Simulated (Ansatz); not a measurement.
## One structure, 3 elements: K3Fe, K3Ru, K3Os

Plane-wave DFT in Ansatz with scalar-relativistic PAW potentials, cutoff 420 eV, Γ-centred meshes chosen by cell and gap, Gaussian smearing with energies taken to zero width. Every cell was relaxed (cell and atoms) in a run of its own, within the symmetry of its start. Functional: PBE.

All members share space group Pm-3m and the same sites; only the element on one set of sites changes (Fe, Ru, Os). Members needn't be the stable form of their composition. Energies over the elements, where given, are against the elements' standard states in the same functional (H₂, N₂, O₂ and halogens uncorrected, Hg as a solid). The first member:

Space group Pm-3m (No. 221). a = 5.809 Å, b = 5.809 Å, c = 5.809 Å, α = 90.00°, β = 90.00°, γ = 90.00°
| atom | site | symmetry | x | y | z |
| --- | --- | --- | --- | --- | --- |
| K | 3c | 4/mm.m | 0.0000 | 0.5000 | 0.5000 |
| Fe | 1a | m-3m | 0.0000 | 0.0000 | 0.0000 |

```tsv
compound	V (Å³/atom)	a (Å)	energy over elements (eV/atom)	largest moment (μB)
K3Fe	49.00	5.809	0.802	3.30
K3Os	35.28	5.206	1.493	no spin
```

Problem. Predict the member with Ru.

Solution. V (Å³/atom) 38.16, a (Å) 5.344, energy over elements (eV/atom) 1.212, largest moment (μB) no spin. Interpolating linearly in period between Fe and Os would give 42.14 Å³/atom (10.4 % too large), with 1.148 eV/atom over the elements. Over the whole series the volume shrinks at each step down the group; all are metallic on the mesh; none is bound against its elements in this structure, and Fe comes closest. Os is no larger than Ru here (35.28 against 38.16 Å³/atom), as one expects from the lanthanide contraction and relativistic shrinking of 6s.

Spin-orbit coupling is left out, which matters for the bands of heavy elements. Only parallel moments were tried here. Magnetic cells started from one order each; another order can shift an energy by tens of meV per atom.